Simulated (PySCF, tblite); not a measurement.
# C2H8N2: changes of charge, electronic excitations, EPR parameters, part 2 of 2

tblite 0.8.0 and PySCF 2.14.0. Atoms count from 0.

## 11. Harmonic vibrations (C₂H₈N₂+ (doublet), NCC[NH2+]): PBE0-D3(BJ)/def2-SVP

What the job is given:

```
{"job": {"xc": "PBE0", "basis": "def2-SVP", "d3": "d3bj", "grid": 2, "kind": "hessian"}, "charge": 1, "multiplicity": 2}
N      1.263081    -1.099897     0.349600
C      0.925445     0.222006     0.355427
C     -0.777308     0.543932     0.365129
N     -1.426095     0.255608    -0.799834
H      1.323431    -1.635942     1.209676
H      1.396989    -1.615228    -0.514328
H      1.215075     0.727803     1.287147
H      1.275237     0.762120    -0.533637
H     -1.136603    -0.045686     1.218209
H     -0.761315     1.620797     0.584105
H     -1.461267     0.920390    -1.566335
H     -1.834739    -0.656823    -0.974118
```

Output:

```text
coarse grid: 9256 points
cycle   1  E = -189.8503487495  dE =  5.142e-01  |g| = 1.366e-01  |ddm| = 2.276e+00
cycle   2  E = -189.8558023387  dE = -5.454e-03  |g| = 1.109e-01  |ddm| = 2.494e-01
cycle   3  E = -189.8601721305  dE = -4.370e-03  |g| = 4.059e-02  |ddm| = 1.031e-01
cycle   4  E = -189.8609406288  dE = -7.685e-04  |g| = 8.097e-03  |ddm| = 4.293e-02
cycle   5  E = -189.8609785060  dE = -3.788e-05  |g| = 2.412e-03  |ddm| = 1.110e-02
cycle   6  E = -189.8609824585  dE = -3.952e-06  |g| = 1.189e-03  |ddm| = 3.755e-03
final grid: 87376 points
cycle   7  E = -189.8777323165  dE = -2.247e-05  |g| = 6.003e-03  |ddm| = 1.467e-02
cycle   8  E = -189.8777303203  dE =  1.996e-06  |g| = 6.473e-03  |ddm| = 1.050e-02
cycle   9  E = -189.8777497177  dE = -1.940e-05  |g| = 4.338e-04  |ddm| = 5.324e-03
cycle  10  E = -189.8777497836  dE = -6.588e-08  |g| = 2.710e-04  |ddm| = 6.036e-04
cycle  11  E = -189.8777498183  dE = -3.473e-08  |g| = 9.353e-05  |ddm| = 3.069e-04
cycle  12  E = -189.8777498230  dE = -4.739e-09  |g| = 5.543e-05  |ddm| = 1.355e-04
cycle  13  E = -189.8777498247  dE = -1.636e-09  |g| = 7.898e-06  |ddm| = 5.681e-05
cycle  14  E = -189.8777498247  dE = -6.247e-11  |g| = 2.616e-06  |ddm| = 1.791e-05
converged SCF energy = -189.8777498247

mode    cm-1
  1     152.2
  2     266.4
  3     370.0
  4     409.2
  5     428.8
  6     468.8
  7     528.4
  8     540.2
  9     825.4
 10     867.1
 11    1038.9
 12    1088.0
 13    1157.4
 14    1252.7
 15    1297.5
 16    1314.3
 17    1343.7
 18    1350.0
 19    1463.9
 20    1474.1
 21    1629.1
 22    1636.6
 23    3101.6
 24    3108.4
 25    3206.2
 26    3211.0
 27    3577.9
 28    3594.8
 29    3711.0
 30    3711.4
ZPE 287.852  H(298)-E 305.526  G(298)-E 215.062 kJ/mol  S 303.42 J/(mol K)
```

Run time: 4.9 min. Hardware: 1 thread of Arm Neoverse V1, shared host; peak memory 1.6 GiB.

Zero-point energy 287.85 kJ/mol (xTB gave 274.34).

## 12. Single point (C2H8N2): PBE0-D3(BJ)/ma-def2-TZVP

Geometry: PBE0-D3(BJ)/def2-SVP, that of another charge or spin state.

The job, as its differences from that of step 11:

```diff
@@ -1,2 +1,2 @@
-{"job": {"xc": "PBE0", "basis": "def2-SVP", "d3": "d3bj", "grid": 2, "kind": "hessian"}, "charge": 1, "multiplicity": 2}
+{"job": {"kind": "sp", "xc": "PBE0", "basis": "ma-def2-TZVP", "d3": "d3bj", "grid": 2}, "charge": 0, "multiplicity": 1}
 N      1.263081    -1.099897     0.349600
```

Output:

```text
coarse grid: 9256 points
cycle   1  E = -190.3018191208  dE =  3.144e-01  |g| = 4.766e-01  |ddm| = 2.272e+00
cycle   2  E = -190.2576833283  dE =  4.414e-02  |g| = 6.662e-01  |ddm| = 1.057e+00
cycle   3  E = -190.3564761663  dE = -9.879e-02  |g| = 2.993e-02  |ddm| = 6.330e-01
cycle   4  E = -190.3566223212  dE = -1.462e-04  |g| = 1.777e-02  |ddm| = 4.815e-02
cycle   5  E = -190.3566930998  dE = -7.078e-05  |g| = 4.140e-03  |ddm| = 1.755e-02
cycle   6  E = -190.3566968509  dE = -3.751e-06  |g| = 6.038e-04  |ddm| = 5.076e-03
final grid: 87376 points
cycle   7  E = -190.3436160752  dE = -4.856e-05  |g| = 8.705e-03  |ddm| = 6.795e-02
cycle   8  E = -190.3436032723  dE =  1.280e-05  |g| = 1.166e-02  |ddm| = 1.845e-02
cycle   9  E = -190.3436331492  dE = -2.988e-05  |g| = 5.474e-04  |ddm| = 9.497e-03
cycle  10  E = -190.3436331984  dE = -4.920e-08  |g| = 2.797e-04  |ddm| = 5.305e-04
cycle  11  E = -190.3436332153  dE = -1.688e-08  |g| = 4.091e-05  |ddm| = 2.661e-04
cycle  12  E = -190.3436332157  dE = -4.092e-10  |g| = 1.207e-05  |ddm| = 5.780e-05
converged SCF energy = -190.3436332157
```

Wall time 6.9 s (1 thread of Arm Neoverse V1, shared host); peak memory 0.58 GiB.

## 13. Single point (C₂H₈N₂+ (doublet), NCC[NH2+]): PBE0-D3(BJ)/ma-def2-TZVP

Geometry: PBE0-D3(BJ)/def2-SVP.

The job, as its differences from that of step 12:

```diff
@@ -1,2 +1,2 @@
-{"job": {"kind": "sp", "xc": "PBE0", "basis": "ma-def2-TZVP", "d3": "d3bj", "grid": 2}, "charge": 0, "multiplicity": 1}
+{"job": {"kind": "sp", "xc": "PBE0", "basis": "ma-def2-TZVP", "d3": "d3bj", "grid": 2}, "charge": 1, "multiplicity": 2}
 N      1.263081    -1.099897     0.349600
```

Output:

```text
final grid: 87376 points
cycle   1  E = -190.0492218825  dE =  4.568e-04  |g| = 2.938e-01  |ddm| = 4.907e-01
cycle   2  E = -190.0360664273  dE =  1.316e-02  |g| = 3.405e-01  |ddm| = 4.309e-01
cycle   3  E = -190.0874006606  dE = -5.133e-02  |g| = 1.697e-02  |ddm| = 2.419e-01
cycle   4  E = -190.0875125742  dE = -1.119e-04  |g| = 7.723e-03  |ddm| = 1.337e-02
cycle   5  E = -190.0875426120  dE = -3.004e-05  |g| = 1.202e-03  |ddm| = 5.308e-03
cycle   6  E = -190.0875442111  dE = -1.599e-06  |g| = 4.497e-04  |ddm| = 1.759e-03
cycle   7  E = -190.0875444316  dE = -2.205e-07  |g| = 1.756e-04  |ddm| = 7.375e-04
cycle   8  E = -190.0875444367  dE = -5.060e-09  |g| = 1.744e-04  |ddm| = 2.314e-04
cycle   9  E = -190.0875444514  dE = -1.475e-08  |g| = 2.244e-05  |ddm| = 1.330e-04
cycle  10  E = -190.0875444517  dE = -3.237e-10  |g| = 4.337e-06  |ddm| = 2.542e-05
converged SCF energy = -190.0875444517
```

Wall time 17 s (1 thread of Arm Neoverse V1, shared host); peak memory 0.6 GiB.

## 14. Single point (C2H8N2): PBE0-D3(BJ)/ma-def2-TZVP in dichloromethane

Geometry: PBE0-D3(BJ)/def2-SVP.

What the job is given:

```
{"job": {"kind": "sp", "xc": "PBE0", "basis": "ma-def2-TZVP", "d3": "d3bj", "grid": 2, "solvent": "dichloromethane"}, "charge": 0, "multiplicity": 1}
N      0.896445    -1.229704     0.433676
C      0.795859     0.216144     0.532547
C     -0.632504     0.667616     0.276638
N     -1.091908     0.187221    -1.014939
H      1.795126    -1.549378     0.786896
H      0.876433    -1.495951    -0.549734
H      1.082953     0.522637     1.552039
H      1.464139     0.758841    -0.168681
H     -1.262424     0.332530     1.127476
H     -0.657004     1.769980     0.273682
H     -1.970268     0.632647    -1.269204
H     -1.298770    -0.808004    -0.942187
```

Output:

```text
final grid: 87376 points
cycle   1  E = -190.3846377567  dE = -7.445e-04  |g| = 2.036e-02  |ddm| = 4.040e-01
cycle   2  E = -190.3846109758  dE =  2.678e-05  |g| = 2.570e-02  |ddm| = 5.360e-02
cycle   3  E = -190.3847517852  dE = -1.408e-04  |g| = 2.247e-03  |ddm| = 1.842e-02
cycle   4  E = -190.3847529206  dE = -1.135e-06  |g| = 8.441e-04  |ddm| = 6.199e-03
cycle   5  E = -190.3847530810  dE = -1.603e-07  |g| = 4.668e-04  |ddm| = 2.772e-03
cycle   6  E = -190.3847531348  dE = -5.379e-08  |g| = 2.529e-05  |ddm| = 5.768e-04
cycle   7  E = -190.3847531350  dE = -2.117e-10  |g| = 4.984e-06  |ddm| = 5.022e-05
converged SCF energy = -190.3847531350
```

Wall time 7.1 s (1 thread of Arm Neoverse V1, shared host); peak memory 0.65 GiB.

## 15. Single point (C₂H₈N₂+ (doublet), NCC[NH2+]): PBE0-D3(BJ)/ma-def2-TZVP in dichloromethane

Geometry: PBE0-D3(BJ)/def2-SVP.

What the job is given:

```
{"job": {"kind": "sp", "xc": "PBE0", "basis": "ma-def2-TZVP", "d3": "d3bj", "grid": 2, "solvent": "dichloromethane"}, "charge": 1, "multiplicity": 2}
N      1.263081    -1.099897     0.349600
C      0.925445     0.222006     0.355427
C     -0.777308     0.543932     0.365129
N     -1.426095     0.255608    -0.799834
H      1.323431    -1.635942     1.209676
H      1.396989    -1.615228    -0.514328
H      1.215075     0.727803     1.287147
H      1.275237     0.762120    -0.533637
H     -1.136603    -0.045686     1.218209
H     -0.761315     1.620797     0.584105
H     -1.461267     0.920390    -1.566335
H     -1.834739    -0.656823    -0.974118
```

Output:

```text
final grid: 87376 points
cycle   1  E = -190.1754450371  dE = -4.174e-04  |g| = 9.021e-03  |ddm| = 1.481e-01
cycle   2  E = -190.1754597468  dE = -1.471e-05  |g| = 7.682e-03  |ddm| = 2.099e-02
cycle   3  E = -190.1754866009  dE = -2.685e-05  |g| = 1.577e-03  |ddm| = 6.447e-03
cycle   4  E = -190.1754877628  dE = -1.162e-06  |g| = 4.578e-04  |ddm| = 1.616e-03
cycle   5  E = -190.1754878390  dE = -7.618e-08  |g| = 2.040e-04  |ddm| = 6.700e-04
cycle   6  E = -190.1754878598  dE = -2.077e-08  |g| = 3.156e-05  |ddm| = 3.087e-04
cycle   7  E = -190.1754878605  dE = -6.963e-10  |g| = 2.233e-05  |ddm| = 4.777e-05
converged SCF energy = -190.1754878605
```

Run time: 11 s. Hardware: 1 thread of Arm Neoverse V1, shared host; peak memory 0.67 GiB.

## 16. Changes of charge: PBE0-D3(BJ)/ma-def2-TZVP

This step combines the energies above: geometries from PBE0-D3(BJ)/def2-SVP, zero-point and thermal terms from PBE0-D3(BJ)/def2-SVP.

What the job is given:

```
{"job": {"kind": "rx", "dirs": [1], "geom": {"xc": "PBE0", "basis": "def2-SVP", "d3": "d3bj", "grid": 1}, "hess": 1, "level": {"xc": "PBE0", "basis": "ma-def2-TZVP", "d3": "d3bj", "solvents": ["dichloromethane"]}}, "charge": 0, "multiplicity": 1}
N      0.896445    -1.229704     0.433676
C      0.795859     0.216144     0.532547
C     -0.632504     0.667616     0.276638
N     -1.091908     0.187221    -1.014939
H      1.795126    -1.549378     0.786896
H      0.876433    -1.495951    -0.549734
H      1.082953     0.522637     1.552039
H      1.464139     0.758841    -0.168681
H     -1.262424     0.332530     1.127476
H     -0.657004     1.769980     0.273682
H     -1.970268     0.632647    -1.269204
H     -1.298770    -0.808004    -0.942187
```

Output (the driver's rows laid out field by field):

```text
ionisation and electron attachment, PBE0-D3(BJ)/ma-def2-TZVP // PBE0-D3(BJ)/def2-SVP

row 1
  change                  oxidation
  charge                  1
  multiplicity            2
  vertical_ev             8.8113
  vertical_s2             0.757
  formula                 C2H8N2
  smiles                  NCC[NH2+]
  kept                    yes
  pieces                  1
  point_group             C2
  adiabatic_electronic_ev 7.8354
  adiabatic_ev            7.784
  free_energy_ev          7.764
  s2                      0.756
  bonds_moved             1 2 1.52 1.733; 0 1 1.453 1.364; 2 3 1.453 1.364; 2 8 1.11 1.097
  spin_on                 3 N 0.371; 0 N 0.371; 1 C 0.109; 2 C 0.109
  charge_moved            3 N 0.223; 0 N 0.223; 8 H 0.082; 7 H 0.081
  vertical_back_ev        6.9685
  relaxation_parent_ev    0.8669
  relaxation_ion_ev       0.9759
  reorganisation_ev       1.8428
  solution                solvent dichloromethane, absolute_potential_v 5.623, solvation_parent_kj -24.32, solvation_ion_kj -230.9
```

It took 11 min on 1 thread of Arm Neoverse V1, shared host; peak memory 0.67 GiB.

Energy taken up on oxidation, or given off on reduction (eV; adiabatic with zero-point energy):

| change | product | vertical | adiabatic | free energy | reorganisation | ⟨S²⟩ |
| --- | --- | --- | --- | --- | --- | --- |
| oxidation (multiplicity 2) | NCC[NH2+] | 8.81 | 7.78 | 7.76 | 1.84 | 0.76 |

On oxidation to multiplicity 2 charge changes most on N3 (+0.22 e), N0 (+0.22 e), H8 (+0.08 e); the spin sits on N3 (0.37), N0 (0.37), C1 (0.11); the bond C1–C2 goes from 1.520 to 1.733 Å; the absolute potential is 5.62 V in dichloromethane.

## 17. Electronic excitations: TDDFT CAM-B3LYP/def2-SVPD

The job, as its differences from that of step 16:

```diff
@@ -1,2 +1,2 @@
-{"job": {"kind": "rx", "dirs": [1], "geom": {"xc": "PBE0", "basis": "def2-SVP", "d3": "d3bj", "grid": 1}, "hess": 1, "level": {"xc": "PBE0", "basis": "ma-def2-TZVP", "d3": "d3bj", "solvents": ["dichloromethane"]}}, "charge": 0, "multiplicity": 1}
+{"job": {"kind": "uv", "xc": "CAM-B3LYP", "basis": "def2-SVPD", "nstates": 6, "ntriplets": 0}, "charge": 0, "multiplicity": 1}
 N      0.896445    -1.229704     0.433676
```

With the program's defaults for keys left out, this is: TDDFT CAM-B3LYP/def2-SVPD, vertical, gas phase, core orbitals frozen in the response.

Output:

```text
coarse grid: 9256 points
cycle   1  E = -190.2354324764  dE =  2.907e-01  |g| = 3.904e-01  |ddm| = 4.342e+00
cycle   2  E = -190.2388842391  dE = -3.452e-03  |g| = 4.040e-01  |ddm| = 2.539e+00
cycle   3  E = -190.2731948472  dE = -3.431e-02  |g| = 3.619e-02  |ddm| = 1.048e+00
cycle   4  E = -190.2734866462  dE = -2.918e-04  |g| = 7.951e-03  |ddm| = 1.069e-01
cycle   5  E = -190.2735023650  dE = -1.572e-05  |g| = 3.343e-03  |ddm| = 4.717e-02
cycle   6  E = -190.2735052660  dE = -2.901e-06  |g| = 6.547e-04  |ddm| = 1.134e-02
final grid: 87376 points
cycle   7  E = -190.3002321609  dE = -2.451e-05  |g| = 3.780e-03  |ddm| = 5.700e-02
cycle   8  E = -190.3002321570  dE =  3.889e-09  |g| = 3.941e-03  |ddm| = 1.569e-02
cycle   9  E = -190.3002357122  dE = -3.555e-06  |g| = 2.463e-04  |ddm| = 8.184e-03
cycle  10  E = -190.3002357227  dE = -1.047e-08  |g| = 1.630e-04  |ddm| = 8.817e-04
cycle  11  E = -190.3002357287  dE = -5.991e-09  |g| = 2.034e-05  |ddm| = 2.423e-04
cycle  12  E = -190.3002357288  dE = -1.245e-10  |g| = 3.560e-06  |ddm| = 1.053e-04
converged SCF energy = -190.3002357288

Static polarisability (au): isotropic 45.413, principal 41.914 45.338 48.989

Singlet excitations
state   eV       nm        f      main configurations
  1   6.3392    195.6   0.00050   H->L 0.80, H-1->L+1 0.11
  2   6.6283    187.1   0.02358   H-1->L 0.52, H->L+1 0.40
  3   7.2734    170.5   0.00967   H->L+2 0.86
  4   7.6715    161.6   0.05302   H->L+1 0.41, H-1->L+2 0.33, H-1->L 0.14
  5   7.8178    158.6   0.01337   H-1->L+2 0.39, H-1->L 0.26, H->L+1 0.13
  6   7.8755    157.4   0.00140   H-1->L+1 0.60, H->L+5 0.25, H->L 0.10
```

Run time: 11 s. Hardware: 1 thread of Arm Neoverse V1, shared host; peak memory 0.62 GiB.

The orbitals next to the gap, with their largest atomic shares:

```
orbital      eV                       atoms
 HOMO−3  -11.72   C2 19 %, C1 18 %, N3 15 %
 HOMO−2  -11.18   C1 24 %, C2 24 %, N3 10 %
 HOMO−1   -8.73    N0 33 %, N3 33 %, C1 7 %
   HOMO   -8.16   N3 30 %, N0 30 %, C2 10 %
   LUMO    1.50   C1 16 %, C2 16 %, H4 10 %
 LUMO+1    2.06  H10 14 %, H4 14 %, C2 10 %
 LUMO+2    2.18  H6 14 %, H9 14 %, H11 14 %
```

With each of the 6 states as a Gaussian band of 0.4 eV half-width at 1/e, the curve within the window shown has maxima at 187 nm (ε 1,000), 162 nm (ε 2,800) L/(mol cm). Beyond the last state computed it falls off for lack of states. The curve at chosen wavelengths:

(nm, ε (L/mol/cm)): (152, 717), (155, 1503), (157, 2081), (160, 2702), (162, 2810), (165, 2509), (167, 2118), (170, 1497), (172, 1164), (175, 863), (178, 786), (180, 823), (183, 927), (185, 983), (188, 991), (190, 937), (193, 781), (196, 584), (198, 454), (201, 288), (203, 203), (206, 112), (208, 73), (211, 36), (213, 22), (216, 10)

Further results of this job:

| property | computed |
| --- | --- |
| dipole moment (D) | 0.33 |
| polarisability (Å³) | 6.73 |
| HOMO–LUMO gap (eV) | 9.66 |
| −ε(HOMO) (eV) | 8.16 |

## 18. EPR parameters (C₂H₈N₂+ (doublet), NCC[NH2+]): UKS B3LYP, pcH-1 on C H N

What the job is given:

```
{"job": {"kind": "epr", "basis": "pcH-1"}, "charge": 1, "multiplicity": 2}
N      1.263081    -1.099897     0.349600
C      0.925445     0.222006     0.355427
C     -0.777308     0.543932     0.365129
N     -1.426095     0.255608    -0.799834
H      1.323431    -1.635942     1.209676
H      1.396989    -1.615228    -0.514328
H      1.215075     0.727803     1.287147
H      1.275237     0.762120    -0.533637
H     -1.136603    -0.045686     1.218209
H     -0.761315     1.620797     0.584105
H     -1.461267     0.920390    -1.566335
H     -1.834739    -0.656823    -0.974118
```

Level: UKS B3LYP, pcH-1 on C H N, non-relativistic, mean-field spin-orbit, GIAO.

Output:

```text
UKS, coarse grid
  cycle   1  E = -190.24462168  |g| = 1.68e-01
  cycle   2  E = -190.24707590  |g| = 1.61e-01
  cycle   3  E = -190.25602560  |g| = 4.56e-02
  cycle   4  E = -190.25683781  |g| = 1.53e-02
  cycle   5  E = -190.25694874  |g| = 3.94e-03
  cycle   6  E = -190.25695795  |g| = 1.11e-03
  cycle   7  E = -190.25695827  |g| = 5.12e-04
UKS, final grid
  cycle   1  E = -190.25693324  |g| = 1.17e-03
  cycle   2  E = -190.25693000  |g| = 2.90e-03
  cycle   3  E = -190.25693387  |g| = 4.39e-05
  cycle   4  E = -190.25693387  |g| = 3.04e-05
  cycle   5  E = -190.25693387  |g| = 1.66e-05
E = -190.25693387 Eh   <S^2> = 0.7547 (exact 0.7500)
g shifts (ppm)      1          2          3
  rmc          -213       -213       -213
  gc              9         47         51
  oz_so          86       1617       2386
  total        -118       1451       2224
hyperfine (MHz)  atom isotope    a_iso     a_fc   dipolar eigenvalues
    0   14N      15.18      15.18    -18.21    -18.15     36.36
    1   13C       7.48       7.48    -18.54    -15.65     34.19
    2   13C       7.42       7.42    -18.53    -15.65     34.18
    3   14N      15.18      15.18    -18.21    -18.15     36.37
    4    1H     -27.92     -27.92    -21.19     -4.75     25.94
    5    1H     -28.24     -28.24    -21.18     -4.12     25.31
    6    1H      63.92      63.92     -7.63     -2.88     10.51
    7    1H      32.92      32.92     -7.85     -0.97      8.82
    8    1H      32.98      32.98     -7.85     -0.97      8.82
    9    1H      63.84      63.84     -7.63     -2.88     10.51
   10    1H     -27.92     -27.92    -21.20     -4.75     25.94
   11    1H     -28.24     -28.24    -21.18     -4.12     25.30
```

Wall time 20 s (1 thread of Arm Neoverse V1, shared host); peak memory 0.59 GiB.

Principal g values 2.00220, 2.00377, 2.00454; g(iso) = 2.00351, against 2.00232 for a free electron.

Hyperfine couplings; where a row names several nuclei, a(iso) is their mean (it holds for fast rotation or exchange) and the dipolar term the largest among them:

```csv
nuclei,isotope,a(iso) (MHz),"a(iso) (G, at g = 2.0023)",largest dipolar term (MHz)
"H6, H7, H8, H9",1H,48.4,17.3,10.5
"H4, H5, H10, H11",1H,-28.1,-10.0,25.9
"N0, N3",14N,15.2,5.4,36.4
"C1, C2",13C,7.5,2.7,34.2
```

Mulliken spin populations:

```
atom  value (e)
  N0       0.38
  C1       0.10
  C2       0.10
  N3       0.38
  H4      -0.01
  H5      -0.01
  H6       0.03
  H7       0.02
  H8       0.02
  H9       0.03
 H10      -0.01
 H11      -0.01
```

In first order the couplings over 0.8 MHz of 1H, 14N give 125 distinct lines over 130.9 G, if the averaged nuclei exchange fast.

## 19. Spectra of the species

What the job is given:

```
{"job": {"kind": "rx", "dirs": [1], "geom": {"xc": "PBE0", "basis": "def2-SVP", "d3": "d3bj", "grid": 1}, "hess": 1, "level": {"xc": "PBE0", "basis": "ma-def2-TZVP", "d3": "d3bj", "solvents": ["dichloromethane"]}, "spectra": true}, "charge": 0, "multiplicity": 1}
N      0.896445    -1.229704     0.433676
C      0.795859     0.216144     0.532547
C     -0.632504     0.667616     0.276638
N     -1.091908     0.187221    -1.014939
H      1.795126    -1.549378     0.786896
H      0.876433    -1.495951    -0.549734
H      1.082953     0.522637     1.552039
H      1.464139     0.758841    -0.168681
H     -1.262424     0.332530     1.127476
H     -0.657004     1.769980     0.273682
H     -1.970268     0.632647    -1.269204
H     -1.298770    -0.808004    -0.942187
```

Output:

```text
uv NCCN +0: TDDFT CAM-B3LYP/def2-SVPD, vertical, gas phase, core orbitals frozen in the response
epr NCC[NH2+] +1: UKS B3LYP, pcH-1 on C H N, non-relativistic, mean-field spin-orbit, GIAO
```

It took 32 s on 1 thread of Arm Neoverse V1, shared host; peak memory 0.59 GiB.

This step only lists the spectra that were run on the species above.

## 20. Summary of results

This closing draws on all 2 parts.

| quantity | value |
| --- | --- |
| strongest single infrared mode (GFN2-xTB) | 952 cm⁻¹, 246 km/mol |
| zero-point energy (GFN2-xTB) | 67.5 kcal/mol |
| point group | C2 |
| rotational constants (main isotopes) | 14.39, 5.46, 4.41 GHz |
| surface potential, 1st and 99th percentile | -1.68 V and 1.42 V |
| ionisation energy (PBE0-D3(BJ)/ma-def2-TZVP) | vertical 8.81 eV, adiabatic 7.78 eV |
| lowest singlet (CAM-B3LYP/def2-SVPD) | 6.34 eV (196 nm), f = 0.001 |
| brightest single state of those computed | state 4, 7.67 eV, f = 0.053 |

All 30 modes are real, so the xTB geometry is a minimum. The strongest single mode, at 952 cm⁻¹, has its largest shares on H5, H11, H4 and H10 (the list is cut at 4 atoms). GFN2-xTB is a fitted tight-binding method: band positions and strengths are rough. Its intensities can rank the bands wrongly. The optimisation took 4 steps and gained 0.056 eV; among the close pairs (by a distance rule), C1–C2 changed most, from 1.530 to 1.520 Å (PBE0/def2-SVP). At PBE0-D3(BJ)/ma-def2-TZVP, relaxation with the zero-point term after oxidation moves the energy taken up from 8.81 eV (vertical) to 7.78 eV (adiabatic, with zero-point energy). The lowest singlet, at 6.34 eV, is HOMO→LUMO 0.80, HOMO−1→LUMO+1 0.11 and is dark; of the 6 states computed, the strongest absorption comes from state 4 at 7.67 eV.
